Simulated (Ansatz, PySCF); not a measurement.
System: chloroform, CHCl3, charge 0, multiplicity 1. 
Coordinates optimised at B3LYP-D3(BJ)/def2-TZVP (Ansatz, a program for electronic structure):
```xyz
5

C     -0.0077     0.0005     0.4558
H     -0.0259     0.0016     1.5371
Cl     0.0149     1.6916    -0.0853
Cl     1.4596    -0.8576    -0.0583
Cl    -1.4702    -0.8343    -0.1077
```

Total electronic energies in hartree. Correlated levels leave the core frozen unless marked. Spin-orbit coupling is left out. Non-relativistic. CBS marks a two-point X^-3 extrapolation of the correlation energy; Hartree-Fock from the larger set.

| level | program | energy (Eh) |
|---|---|---|
| HF/aug-cc-pV(D+d)Z | Ansatz | -1416.95576 |
| HF/cc-pwCVTZ | Ansatz | -1417.00423 |
| HF/def2-TZVPD | PySCF | -1416.97931 |
| HF/cc-pV(Q+d)Z | Ansatz | -1417.01685 |
| PBE0/STO-3G | Ansatz | … |
| BHLYP-D3(BJ)/def2-TZVPD | Ansatz + dftd3 | -1419.32984 |
| CAM-B3LYP-D3(BJ)/def2-TZVPD | Ansatz + dftd3 | -1419.37526 |
| wB97M-V/def2-TZVPD | Ansatz | … |
| B2PLYP/def2-TZVPD | Ansatz | -1418.92671 |
| MP2/cc-pV(T+d)Z | Ansatz | -1417.74235 |
| SCS-MP2/6-31G* | Ansatz | -1417.37844 |
| CCSD/cc-pV(T+d)Z | Ansatz | -1417.78976 |
| CCSD/cc-pVTZ | Ansatz | -1417.78288 |
| CCSD(T)/STO-3G | Ansatz | -1401.80289 |
| CCSD(T)/CBS(cc-pV(T+d)Z,cc-pV(Q+d)Z) | Ansatz | -1417.9595 |

Fill in the missing entries.


- PBE0/STO-3G, energy (Eh): -1403.34261
- wB97M-V/def2-TZVPD, energy (Eh): -1419.27154
